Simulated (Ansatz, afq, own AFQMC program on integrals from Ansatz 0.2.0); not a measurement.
**AlH3, singlet in cc-pVDZ, levels against full CI**

```tsv
atom	x (Å)	y (Å)	z (Å)
Al	0.0665	-0.1127	0.0002
H	1.6523	-0.0977	0.0001
H	-2.7194	4.6086	-0.0094
H	-0.7133	-1.4936	0.0031
```

Basis cc-pVDZ. Noble-gas cores (and the filled d shells of Ga–Kr and In–Xe) are frozen. AFQMC by an in-house program on the Cholesky factors that Ansatz 0.2.0 writes for its CCSD(T) run. The CISD trial takes its coefficients from CCSD amplitudes. Released means that phaseless walkers are propagated on without the constraint, phases kept. ± is one standard error of the sampling.

Determinant: UHF, the one that the program's search chose, which needn't be the lowest solution. The geometry is a point of a scan.

Full CI on the same integrals is exact in this basis and with this determinant's frozen core.

Cautions: unrestricted determinant spin contaminated (⟨S²⟩ 1.00 against 0.00); the CCSDTQ amplitudes may be one of several solutions (largest double 0.57); the ph-AFQMC/CISD walk drifts between its halves (2.0 errors); the next higher spin lies close (within 5 meV by full CI).

- T1 diagnostic: 0.0125
- weight of the determinant in the CISD state: 0.946
- ⟨S²⟩ of the determinant: 1.003
- size of the correlated space: 6 electrons in 28 orbitals

```csv
level,correlation energy (eV)
MP2,-1.5169
CCSD,-2.0424
CCSD(T),-2.0713
```

Problem. Estimate where full CI lies against CCSD(T) on the same integrals.

Solution. 13.4 meV below CCSD(T).

Reference: full CI, correlation energy -2.085 eV. The released energy is read at 2.40 1/Eh (meV from the phaseless value at times in 1/Eh: -1.8 ± 0.8 at 0.24, -1.9 ± 0.6 at 0.51, -2.1 ± 0.6 at 0.99, -2.3 ± 0.5 at 1.62, -3.1 ± 0.5 at 2.40). The cautions show a poor starting determinant, so the rows tell how each method copes with it here, and full CI is the sure value.

| level | E − E(reference) (meV) | share of correlation (%) |
| --- | --- | --- |
| CCSD(T) | 13.4 | 99.36 |
| CCSDT | 1.2 | 99.94 |
| CCSDT(Q) | 0.8 | 99.96 |
| CCSDTQ | 0.0 | 100.00 |
| ph-AFQMC/CISD | 2.9 ± 0.8 | 99.86 |
| released AFQMC | -0.2 ± 0.5 | 100.01 |

CCSDT and higher add their correlation energy to the determinant of the CCSD(T) run, since their own runs factorise the integrals more tightly (a shift of under 2 meV). A walk keeps the symmetry of its determinant, which the program's search chose and which needn't be the lowest solution, so a lower state of the same spin and another symmetry isn't excluded. Released energies are given only where the last usable release times agree within the noise; a slower fall can still hide under it.
